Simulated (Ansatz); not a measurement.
A-type hexagonal La₂O₃ was calculated with PBE+SOC (PAW; Ansatz, a program for electronic structure).

Settings: plane-wave cutoff 520 eV, 12×12×6 k mesh (along the axes of the cell as run), Fermi–Dirac smearing 0.01 eV, PAW data made under PBE.

Shape and atoms are relaxed at each volume.

Pressure at four volumes; x = ln(V/16.639 Å³). One pressure is withheld.

```csv
V (Å³/atom),x,P (GPa)
15.974,-0.0408,?
16.307,-0.0202,2.28
16.639,0.0000,-0.01
17.305,0.0392,-3.96
```

**Question.** Pass a parabola P(x) through the three rows shown, estimate the bulk modulus and its pressure derivative near zero pressure, and predict the withheld pressure.

**Answer.** Slopes between the rows: (-0.01 − (2.28))/(0.0000 − (-0.0202)) = -113.37 and (-3.96 − (-0.01))/(0.0392 − (0.0000)) = -100.77 GPa. Their difference over the span 0.0594 is c = 12.60/0.0594 = 212.1 GPa, so P(x) = 2.28 + (-113.37)(x − (-0.0202)) + 212.1 (x − (-0.0202))(x − (0.0000)). At the middle row B = −dP/dx = −[-113.37 + 212.1 × 0.0202] = 109.1 GPa, and B′ = dB/dP = 2c/B = 3.9. At x = -0.0408 the parabola gives 4.79 GPa; the run gives 4.79 GPa. The Birch–Murnaghan fit to the energies at all volumes has B0 = 109 GPa and B′ = 3.7.

Measured, for comparison: bulk modulus 113 GPa (300 K, no zero-point or thermal correction; as tabulated in Santana et al. (2016), arXiv:1608.06321). Computed (rounded) less measured: bulk modulus -4 %.

Note: the bulk modulus comes from volumes at which shape and atoms were relaxed.
